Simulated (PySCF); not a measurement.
PF2PH2, F2H2P2.
Cartesian coordinates in Å at the PBE0-D3(BJ)/def2-SVP level; atoms count from 1:
```
atom  x, y, z in Å
F1    -1.4033   -0.9752   -1.0798
P2    -0.8648    0.4215   -0.4751
F3    -1.7645    0.4807    0.8639
P4     0.9580   -0.4279    0.5065
H5     1.3962    0.8808    0.8881
H6     1.6830   -0.3771   -0.7268
```

Computed with PySCF, TDDFT PBE0/def2-SVPD, vertical, gas phase, core orbitals frozen in the response.

Ground-to-excited transition dipoles (e·a0, same axes as the geometry; the sign carries no meaning), for the states with f of 0.002 or more among the lowest 6:

```tsv
state	E (eV)	μx	μy	μz
S1	5.131	-0.051	0.189	0.244
S2	5.930	1.311	-0.418	0.559
S3	6.491	-0.004	0.084	0.136
S4	6.514	-0.253	0.147	-0.131
S6	7.087	0.500	-0.420	0.412
```

**Question.** What oscillator strength does each state have?

**Answer.** f = (2/3) ΔE |μ|² with ΔE in hartree (27.2114 eV).

```tsv
state	|μ|² (au)	|μ| (D)	f
S1	0.098	0.80	0.012
S2	2.207	3.78	0.321
S3	0.026	0.41	0.004
S4	0.103	0.81	0.016
S6	0.596	1.96	0.103
```

**Question.** What is the point group, and which symmetry does each of these states have?

**Answer.** Cs. From a totally symmetric ground state, an allowed state transforms like the component of the dipole operator along its μ. Polarised normal to the mirror plane, so A″: S1 and S3. Polarised in the mirror plane, so A′: S2, S4 and S6.

**Question.** Which bond between heavy atoms lies closest to the direction of the S2 transition dipole?

**Answer.** P2–P4, at 8° from it; next F1–P2 and P2–F3 at 79°.

**Question.** What angle do the transition dipoles of S2 and S4 make?

**Answer.** |cos θ| = |μa·μb| / (|μa| |μb|) = 0.98, so θ ≈ 12° (taken between 0 and 90°, since the signs are arbitrary).

**Question.** How is the summed strength of these states shared among x, y and z?

**Answer.** (2/3) Σ ΔE μα² gives 0.304 for x, 0.065 for y and 0.088 for z, 0.457 in all.

**Question.** What peak molar absorption coefficient would the strongest computed level give as a lone Gaussian band 0.5 eV wide at half height?

**Answer.** ε(max) = 2.175×10⁸ f / FWHM, with the width in cm⁻¹. S2: 2.175×10⁸ × 0.3206 / 4033 ≈ 17000 L mol⁻¹ cm⁻¹.

One conformer stands for the species.
